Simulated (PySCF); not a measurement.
**Stretching SiH**

Set-up: PySCF, no relativity, basis sets Si def2-TZVPPD, H def2-TZVPPD. Energies in eV from Si + H in their ground configurations at the same level. State: ²Π (doublet), unpaired electrons π ↑.

```
R (Å)  UHF-SCS-MP2  B2PLYP
1.317       -2.664  -2.743
1.379       -2.904  -2.983
1.440       -3.036  -3.118
1.486       -3.079  -3.165
1.532       -3.085  -3.174
1.578       -3.060  -3.153
1.639       -2.989  -3.087
1.716       -2.853  -2.960
1.808       -2.643  -2.761
1.930       -2.319  -2.451
```

**Question.** Put a parabola through the three lowest points of the UHF-SCS-MP2 curve and estimate Re, k and ωe (reduced mass 0.9728 u; 1 eV/Å² = 0.16022 mdyn/Å; ωe = 1302.8·√(k/μ) cm⁻¹).

**Answer.** Through R = 1.486, 1.532, 1.578 Å the second-order coefficient is 7.33 eV/Å², so Re ≈ 1.518 Å, k ≈ 2.35 mdyn/Å and ωe ≈ 2024 cm⁻¹. A polynomial fit of higher order to the unrounded UHF-SCS-MP2 energies gives Re = 1.517 Å, k = 2.51 mdyn/Å, ωe = 2091 cm⁻¹; anharmonicity and rounding make the difference.

The higher-order fit for each curve: UHF-SCS-MP2: Re = 1.517 Å, ωe = 2091 cm⁻¹, De = 3.09 eV; B2PLYP: Re = 1.522 Å, ωe = 2051 cm⁻¹, De = 3.17 eV.

Correlated steps freeze 5 core orbitals. B2PLYP dipoles, levels and charges come from its SCF part alone. The state is the lowest determinant that a PBE0 search found; another state may lie lower at other levels.
